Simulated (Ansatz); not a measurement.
`N=CN=C(F)S` from Hartree–Fock to CCSD(T)

Cartesian coordinates in Å:
```
N -1.479 1.612 0.918
C -0.625 0.684 0.910
N -0.116 0.119 -0.266
C 0.737 -0.798 -0.222
F 1.237 -1.317 0.907
S 1.458 -1.595 -1.589
H -1.720 1.864 -0.042
H -0.258 0.295 1.861
H 0.764 -0.865 -2.476
```

Charge 0, multiplicity 1. The geometry is a stationary point of PBE0-D4/def2-TZVP. It is one conformer, not always the lowest. Frozen core, restricted reference, Ansatz. CBS rows extrapolate triple and quadruple zeta; past MP2 they add the triple-zeta difference.

| basis | HF (Eh) | MP2 corr. |
| --- | --- | --- |
| def2-SVP | -682.96089 | -0.89159 |
| def2-TZVPP | -683.44384 | -1.12851 |
| def2-QZVPP | -683.46733 | -1.21623 |

Question: Estimate the CCSD correlation energy and the (T) correction in each basis where they were run (hartree).

Answer: 
| basis | CCSD corr. | (T) |
| --- | --- | --- |
| def2-SVP | -0.92838 | -0.03230 |
| def2-TZVPP | -1.15462 | -0.05385 |
| CBS(def2) | -1.30731 | as TZ |
